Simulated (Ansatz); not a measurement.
What a trial cell of Al relaxes into

Method: Ansatz 0.2.0, DFT PBEsol, scalar-relativistic, plane waves, PAW. Cutoff 420 eV, Γ-centred k mesh, Gaussian smearing, no spin polarisation in the final step.

The start puts Al on the beta-tin structure type (I4_1/amd, No. 141), at a guessed volume.

```xyz
2
Lattice="-2.4932 2.4932 1.3601 2.4932 -2.4932 1.3601 2.4932 2.4932 -1.3601" Properties=species:S:1:pos:R:3 pbc="T T T"
Al    0.0000    0.0000    0.0000
Al    0.0000    2.4932    0.6800
```

Cell and atoms relax at zero pressure; the relaxation can't lower the symmetry of the start. After a coarse first stage the cell is made exact in the group found at 0.06 Å.

Energies count from the standard state of Al at the same level.

**Question.** Which crystal results?

**Answer.** It keeps I4_1/amd (No. 141). The result has the beta-tin structure. Conventional cell: a = 5.262 Å, c = 2.712 Å. Al has 6 Al at 2.71–2.72 Å.

```cif
data_structure
_symmetry_space_group_name_H-M 'I4_1/amd:1'
_symmetry_Int_Tables_number 141
_cell_length_a 5.2624
_cell_length_b 5.2624
_cell_length_c 2.7125
_cell_angle_alpha 90.000
_cell_angle_beta 90.000
_cell_angle_gamma 90.000
_cell_volume 75.11
loop_
_atom_site_label
_atom_site_type_symbol
_atom_site_symmetry_multiplicity
_atom_site_Wyckoff_symbol
_atom_site_fract_x
_atom_site_fract_y
_atom_site_fract_z
_atom_site_occupancy
Al1 Al 4 a 0.00000 0.00000 0.00000 1
```

**Question.** What are its volume, energy, density and gap?

**Answer.** The volume per atom is 18.78 Å³. The density is 2.39 g/cm³, the energy over the standard structure is 0.30 eV/atom and the gap on the 22×22×22 mesh is 0 eV (a metal).

The final run used a 22×22×22 mesh on its 2-atom cell and 0.10 eV smearing. The k mesh leaves about 4 meV/atom of noise in metals. A structure relaxed within its symmetry needn't be a true minimum.